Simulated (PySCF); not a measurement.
# SMILES OF, FHO

Geometry:
| atom | x (Å) | y (Å) | z (Å) |
| --- | --- | --- | --- |
| O1 | -0.206 | 0.479 | 0.024 |
| F2 | 0.998 | -0.220 | 0.189 |
| H3 | -0.779 | -0.263 | -0.227 |

Level of theory: GIAO mPW1PW91/aug-pcSseg-2 magnetisability, rotational g tensor and spin-rotation constants, non-relativistic, gas phase (PySCF 2.14.0). Geometry: PBE0-D3(BJ)/def2-SVP.

**Question.** Give the nuclear spin-rotation constants along the inertial axes (H = +C I·J) beside the isotropic shieldings.

**Answer.** Rotational constants 589.2264, 28.1917, 26.9045 GHz. A star marks the isotopologue with that one atom substituted, in its own axes.
```
atom  isotope  Caa (kHz)  Cbb (kHz)  Ccc (kHz)  mean (kHz)  σ (ppm)
  F2      19F     15.954     45.972     71.555      44.494    220.2
  H3       1H    -68.449      4.461     -2.997     -22.328     20.6
  O1     17O*    -38.715    -19.729    -10.206     -22.884    -80.1
```
For the geometry as given, no vibrational averaging.
